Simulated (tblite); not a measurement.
C5H6F (doublet state).
Geometry (GFN2-xTB, Å), atoms numbered from 1 in this order:
```xyz
12
C5H6F angstrom
C      1.788    0.022   -0.467
C      0.352   -0.018   -0.094
C     -0.615    0.952    0.127
F     -0.644    2.287    0.092
C     -1.687   -0.062    0.438
C     -0.554   -1.042    0.175
H      1.916    0.523   -1.426
H      2.358    0.578    0.277
H      2.186   -0.987   -0.539
H     -2.520   -0.100   -0.263
H     -2.072   -0.045    1.458
H     -0.506   -2.109    0.195
```

Structure optimised with GFN2-xTB, isolated species. This method treats the open shell by occupation alone, without spin polarisation.

Take the most abundant isotopes and a rigid rotor. 

Q: Give the principal moments of inertia and the rotational constants in GHz.

A: Ia = 101.87, Ib = 133.41, Ic = 228.98 u·Å²; 505379 MHz·u·Å²/I gives 4961, 3788 and 2207 MHz, that is A = 4.9608, B = 3.7881, C = 2.2071 GHz.

Q: What kind of rotor is it?

A: An asymmetric top. Ray's parameter κ = (2B − A − C)/(A − C) = 0.148; −1 is the prolate and +1 the oblate limit.

Q: What does the inertial defect say?

A: Not planar: Δ = Ic − Ia − Ib = -6.31 u·Å². For a rigid frame Δ = −2 Σ m c², so Σ m c² = 3.16 u·Å² lies off the ab plane, practically all of it from hydrogen. The atom farthest from that plane is 0.89 Å away.

Q: Where do the levels up to J = 3 lie, in K?

A: Above 0(0,0), as E/k:
J = 1: 1(0,1) 0.288, 1(1,1) 0.344, 1(1,0) 0.420
J = 2: 2(0,2) 0.822, 2(1,2) 0.844, 2(1,1) 1.071, 2(2,1) 1.240, 2(2,0) 1.281
J = 3: 3(0,3) 1.566, 3(1,3) 1.571, 3(1,2) 2.010, 3(2,2) 2.103, 3(2,1) 2.264, 3(3,1) 2.596, 3(3,0) 2.613

Q: Estimate the classical rotational partition function at 10 K, 50 K and 100 K.

A: Point group Cs, symmetry number σ = 1; q = (√π/σ)·√((kT/h)³/(ABC)), k/h = 20836.6 MHz/K: 828 at 10 K, 9250 at 50 K, 26200 at 100 K.

For this open shell read J as N, the rotation without spin; fine and hyperfine splittings come on top. Its GFN2-xTB frequencies are all real (lowest 26 cm⁻¹). Zero-point vibration and centrifugal distortion are left out.

The numbers are calculated, not measured.
